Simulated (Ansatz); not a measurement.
We consider BaHgSnS4 (Ama2, No. 40; cell taken from a computed entry), described by r²SCAN (PAW; Ansatz, an electronic-structure program).

Run with plane-wave cutoff 560 eV, 4×6×6 k mesh (along the axes of the cell as run), Fermi–Dirac smearing 0.01 eV, scalar-relativistic PAW data made under PBE.

Cell (relaxed with PBEsol):

```yaml
crystal:
  lattice:
    - [10.81618, 0.00000, 0.00000]
    - [0.00000, 5.38637, 3.29901]
    - [0.00000, -5.38637, 3.29901]
  atoms:
    - { symbol: Ba, position: [0.50000, 0.94984, 0.94984] }
    - { symbol: Ba, position: [0.00000, 0.94984, 0.94984] }
    - { symbol: Sn, position: [0.75000, 0.24935, 0.67688] }
    - { symbol: Sn, position: [0.25000, 0.67688, 0.24935] }
    - { symbol: Hg, position: [0.75000, 0.67017, 0.33588] }
    - { symbol: Hg, position: [0.25000, 0.33588, 0.67017] }
    - { symbol: S, position: [0.57864, 0.99386, 0.46660] }
    - { symbol: S, position: [0.42136, 0.46660, 0.99386] }
    - { symbol: S, position: [0.92136, 0.99386, 0.46660] }
    - { symbol: S, position: [0.07864, 0.46660, 0.99386] }
    - { symbol: S, position: [0.75000, 0.65423, 0.76144] }
    - { symbol: S, position: [0.25000, 0.76144, 0.65423] }
    - { symbol: S, position: [0.75000, 0.24856, 0.06367] }
    - { symbol: S, position: [0.25000, 0.06367, 0.24856] }
```

### Question
Give the computed band gap.

### Answer

* **band gap**: 2.33 eV

Note: cell and atoms aren't relaxed at this level (largest force component 0.23 eV/Å, pressure 1.5 GPa).

Spin–orbit coupling is not included.

The computed numbers hold no vibrational or temperature effects.

Computing time: about 6 core-minutes (a rough figure).
